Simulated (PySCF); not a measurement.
Consider `C1CSC1` (C3H6S). Coordinates in Å; atoms count from 1 in this order:
```
C    -0.0762    0.4657   -0.5508
C     1.1681   -0.1371    0.1137
S     0.1543   -1.4443    0.9172
C    -1.0963   -0.2102    0.3745
H    -0.1155    1.5662   -0.5832
H    -0.1823    0.0885   -1.5785
H     1.9513   -0.5168   -0.5580
H     1.6302    0.5236    0.8640
H    -1.4168    0.4255    1.2148
H    -1.9860   -0.6435   -0.1045
```

Level of theory: ωB97X-D3(BJ)/ma-def2-TZVP single points in PySCF, grid level 2; every species was optimised with PBE0-D3(BJ)/def2-SVP. The prefix ma- adds one diffuse s and one diffuse p function on all atoms but H. ωB97X-D3(BJ) is ωB97X-V with D3(BJ) in place of VV10. Zero-point and thermal terms (298.15 K, 1 bar) come from unscaled PBE0-D3(BJ)/def2-SVP harmonic frequencies, with soft modes damped to free rotors in the entropy.

Task: What are the vertical and the adiabatic ionisation energy for forming the radical cation?

Result: 8.71 eV vertical and 8.58 eV adiabatic, the latter with zero-point energy.

Task: Where does the unpaired spin of the relaxed radical cation sit?

Result: S3 (sulfide sulfur) 0.91 (intrinsic atomic orbital populations).

Task: What oxidation potential follows in acetonitrile (IEF-PCM), given that Fc+/Fc comes at 4.54 V absolute with this functional and basis?

Result: In the gas phase ΔG of oxidation is 8.568 eV, and solvation is -12.4 kJ/mol for the parent and -245.7 kJ/mol for the product, so the absolute potential is 6.15 V, or 1.61 V against Fc+/Fc. Fc+/Fc in acetonitrile, 4.54 V, is ωB97X-D3(BJ)/ma-def2-TZVP on PBE0-D3(BJ)/def2-SVP structures with GFN2-xTB thermal terms. Benchmark calculations put it near 5.0 V in acetonitrile and DMSO, so it is about 0.5 V low, and the value against it can read up to that much too high. The solvent is electrostatics only, on gas-phase structures; the absolute scale refers to an electron at rest in vacuum.

Task: How far is −ε(HOMO) from the vertical value by ΔSCF?

Result: −ε(HOMO) = 8.75 eV, which is 0.05 eV above the ΔSCF value.

Differences come from unrounded values, so a last digit can differ from that of the printed terms.
